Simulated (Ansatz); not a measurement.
## One elementary step

Start structure (Si$_{2}$H$_{8}$O, closed shell), relaxed at PBE0-D4/def2-TZVP:

Si1  (-0.182, 1.405, -1.112)
O2  (-0.115, 2.209, 0.324)
H3  (1.138, 0.826, -1.485)
H4  (-1.170, 0.317, -0.923)
H5  (-0.624, 2.296, -2.220)
H6  (0.713, -0.686, 1.313)
Si7  (0.092, -1.998, 1.004)
H8  (0.490, 2.947, 0.396)
H9  (0.664, -3.039, 1.897)
H10  (0.371, -2.359, -0.410)
H11  (-1.375, -1.919, 1.216)
(Å)

The step: SiH₄O ([OH][SiH3]) + SiH₄ → Si₂H₆ ([SiH3][SiH3]) + H₂O; bonds formed: Si1–Si7, O2–H6; bonds broken: Si1–O2, H6–Si7. Program: Ansatz 0.2.0. Basis: def2-TZVPP and def2-QZVPP. Cores are frozen in the correlated methods. Extrapolation: Hartree–Fock as exp(−7.88 √X), correlation as X^−2.97. Energies below are by CCSD(T) at an estimated basis limit (MP2 extrapolated from triple and quadruple zeta, plus CCSD(T) − MP2 in triple zeta).

(1) What are the electronic barrier and the energy of the step, from the start structure to the end structure? (To be estimated.)

The T1 diagnostic stays at or below 0.014.

## Answers

(1) The calculation gives: Barrier 2.712 eV; step energy 0.782 eV (uphill); reverse barrier, their difference, 1.930 eV. Barrier and step energy count from the start structure, the reverse barrier from the end structure.

The saddle point: One imaginary mode of 568i cm⁻¹.
```tsv
pair	start (Å)	saddle (Å)	end (Å)
Si1–Si7	4.02	2.77	2.34
O2–H6	3.17	1.06	0.96
Si1–O2	1.65	1.84	3.12
H6–Si7	1.48	2.12	3.65
```

Zero-point energy (harmonic, PBE0-D4): ZPE is 1.917 eV at the start and 1.901 eV at the saddle, so the barrier goes from 2.712 to 2.696 eV.

Labels in which every atom is bracketed show which atoms are joined, not bond orders.

For scale, one of the runs: CCSD(T)/def2-TZVPP, 227 basis functions, launched by `ansatz run in.yaml --threads 4 --pin off --events-out ev --progress --plain --max-ram 9574MiB`. The run took 68 s on 4 CPU threads of an Intel Xeon (shared host), with 3.5 GiB of host memory at its peak.
